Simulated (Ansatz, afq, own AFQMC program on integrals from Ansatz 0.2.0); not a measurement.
**HS, doublet in def2-SVP, levels against full CI**

```
atom    x (Å)   y (Å)   z (Å)
   S  -0.5276  2.6077  1.1772
   H   0.7833  2.9174  1.0416
```

Basis def2-SVP. Only valence electrons are correlated. AFQMC by an in-house program on the Cholesky factors that Ansatz 0.2.0 writes for its CCSD(T) run. The CISD trial takes its coefficients from CCSD amplitudes. Released means that phaseless walkers are propagated on without the constraint, phases kept. Free projection: walkers drawn from exp(T), propagated without any constraint. Its projection time is finite, and what remains of the start isn't in its error. ± is one standard error of the sampling.

Determinant: UHF, the one that the program's search chose, which needn't be the lowest solution. The geometry is a PBE0/def2-SVP stationary point of this or a neighbouring charge and spin state.

Full CI is exact in this basis; its frozen core comes from its own orbitals, which moves totals by up to a few meV.

Cautions: full CI with its own frozen core.

- T1 diagnostic: 0.0081
- weight of the determinant in the CISD state: 0.939
- ⟨S²⟩ of the determinant: 0.758
- size of the correlated space: 7 electrons in 18 orbitals

```tsv
level	correlation energy (eV)
MP2	-2.9997
CCSD	-3.5764
CCSD(T)	-3.6361
```

Q: Estimate where free-projection AFQMC lies against CCSD(T) on the same integrals.

A: 1.5 ± 0.08 kJ/mol below CCSD(T).

Reference: full CI, correlation energy -3.650 eV. The released energy is read at 1.00 1/Eh, later times being too noisy (meV from the phaseless value at times in 1/Eh: -1.3 ± 0.8 at 0.24, -1.8 ± 0.6 at 0.50, -3.7 ± 0.7 at 1.00, 5 ± 7 at 1.50). CCSDTQ lies 0.3 meV below full CI, in part by the other frozen core, which shifts every row alike, so rows that close can't be ranked against it.

```csv
level,E − E(reference) (kJ/mol),share of correlation (%)
CCSD(T),1.4,99.62
CCSDT,0.3,99.91
CCSDT(Q),0.0,100.00
CCSDTQ,0.0,100.01
ph-AFQMC/HF,4.3 ± 1.3,98.77
ph-AFQMC/CISD,0.3 ± 0.09,99.91
released AFQMC,0.0 ± 0.07,100.01
free AFQMC,-0.1 ± 0.08,100.04
```

CCSDT and higher add their correlation energy to the determinant of the CCSD(T) run, since their own runs factorise the integrals more tightly (a shift of under 2 meV). Free projections are given only where their last times agree within the noise and don't stop above the reference; a slow remainder of the start can still hide under it. A walk keeps the symmetry of its determinant, which the program's search chose and which needn't be the lowest solution, so a lower state of the same spin and another symmetry isn't excluded. Released energies are given only where the last usable release times agree within the noise; a slower fall can still hide under it.
